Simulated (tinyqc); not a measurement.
The integration grid: Kohn-Sham M06L on finer and finer grids in the sto-6g basis, for HF, spin multiplicity 1. Computed by the program tinyqc with PySCF. Command: `OMP_NUM_THREADS=1 python tinyqc.py 113743 113744 out.jsonl`; one thread of a shared host (Intel(R) Xeon(R) Processor @ 2.60GHz), about 5 s.

Geometry (angstrom):
```
atom       x       y       z
F     0.0000  0.0000  0.0000
H     0.0000  0.0000  1.1180
```

Self-consistent on each grid; the net force on the molecule should vanish.

Kohn-Sham energy on Becke grids (radial x angular points per atom):
```
grid       points  residual of the electron count  E (hartree)  E - finest (mhartree)  largest net force without grid terms (hartree/bohr)
10 x 14       274                        2.51e-03   -99.847868              34.045874                                             3.07e-02
15 x 26       770                        2.05e-03   -99.874261               7.652929                                             8.23e-02
20 x 50      1987                       -6.28e-05   -99.879064               2.850651                                             2.45e-02
30 x 86      5140                       -8.96e-05   -99.883577              -1.662224                                             1.58e-02
50 x 194    19367                        1.42e-06   -99.881919              -0.004566                                             9.29e-05
75 x 302    45250                       -5.23e-08   -99.881928              -0.013845                                             3.21e-05
120 x 590  141391                       -4.00e-10   -99.881914               0.000000                                             1.11e-05
```

The energy is within 0.1 mhartree of the finest grid first at 50 x 194. The error has both signs, since quadrature is not variational. The electron count and the net force are cheap signs of a poor grid.
